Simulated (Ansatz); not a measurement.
System: chlorane, HCl, net charge 0, singlet state. 
Geometry from a B3LYP-D3(BJ)/def2-TZVP (Ansatz, an electronic-structure program) optimisation:
```xyz
2

Cl     0.0000     0.0000    -0.0712
H      0.0000     0.0000     1.2108
```

Quantity: vertical ionisation energy (to the doublet state of charge +1; each state is the SCF solution reached for its spin), in eV. Valence correlation only, unless marked. Open shells are spin-unrestricted. Spin-orbit coupling is left out. Non-relativistic. Basis-set limits of correlation are two-point, X^-3; Hartree-Fock from the larger set.

```tsv
level	program	vertical ionisation energy (eV)
SVWN5/def2-TZVPD	Ansatz	___
B3LYP/def2-TZVPD	Ansatz	___
BHLYP/def2-TZVPD	Ansatz	___
CAM-B3LYP/def2-TZVPD	Ansatz	12.77
wB97M-V/def2-TZVPD	Ansatz	12.74
CCSD/def2-SVPD	Ansatz	___
CCSD/aug-cc-pV(T+d)Z	Ansatz	12.59
CCSD/def2-TZVPPD	Ansatz	12.56
CCSD/def2-QZVPPD	Ansatz	12.66
CCSD(T)/CBS(aug-cc-pV(T+d)Z,aug-cc-pV(Q+d)Z)	Ansatz	12.84
```

Q: Some entries are withheld; supply them.

A: 
- SVWN5/def2-TZVPD, vertical ionisation energy (eV): 12.98
- B3LYP/def2-TZVPD, vertical ionisation energy (eV): 12.78
- BHLYP/def2-TZVPD, vertical ionisation energy (eV): 12.58
- CCSD/def2-SVPD, vertical ionisation energy (eV): 12.50
